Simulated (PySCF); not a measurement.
Molecule: 4-chlorobutanal (O=CCCCCl, C4H7ClO).

Cartesian coordinates in Å; atom numbers follow the order of the lines, from 1:
```xyz
13

O    -1.621    1.484    0.104
C    -1.637    0.385    0.581
C    -0.701   -0.737    0.238
C     0.366   -0.340   -0.780
C     1.397    0.606   -0.187
Cl    2.312   -0.192    1.126
H    -2.390    0.105    1.344
H    -1.306   -1.565   -0.141
H    -0.231   -1.083    1.162
H    -0.110    0.174   -1.618
H     0.865   -1.234   -1.157
H     2.129    0.911   -0.935
H     0.922    1.485    0.245
```

Frames of a GFN2-xTB Langevin trajectory at 600 K; GIAO PBE0/pcSseg-1 shieldings in PySCF, gas phase, non-relativistic; equivalent atoms averaged within each frame.

Scale: ¹⁷O (σref 336.08) vs H2O; ¹³C (σref 186.93) and ¹H (σref 31.72) vs TMS; ³⁵Cl (σref 949.78) vs HCl (reference shieldings calculated alike). The references are static minima.

How do the shifts (ppm) fluctuate along the trajectory?

Answers


```csv
time (fs),O1,C2,C5,C3,C4,Cl6,H7,H10/H11,H12/H13,H8/H9
optimised geometry,685.3,207.0,50.3,43.4,27.9,63,10.12,1.92,3.77,2.80
250,605.6,194.6,48.7,44.4,29.8,54,11.34,3.56,3.33,2.71
425,698.6,205.0,61.0,39.4,27.0,84,9.56,1.21,4.70,2.00
625,700.4,209.2,61.3,54.3,35.2,93,9.51,2.79,3.83,4.50
800,637.4,198.0,34.6,53.7,41.5,17,10.46,3.48,3.92,4.65
1000,713.5,216.1,49.8,61.9,26.6,90,11.17,1.26,3.45,2.89
mean of frames,671.1,204.6,51.1,50.7,32.0,68,10.41,2.46,3.85,3.35
standard deviation,47.0,8.6,11.0,8.9,6.3,32,0.86,1.16,0.54,1.17
```

5 frames give an uncertainty of the mean of about the standard deviation over 2.2 at best, since frames this close in time may not be independent; classical motion lacks zero-point vibration, and the reference would need the same averaging.
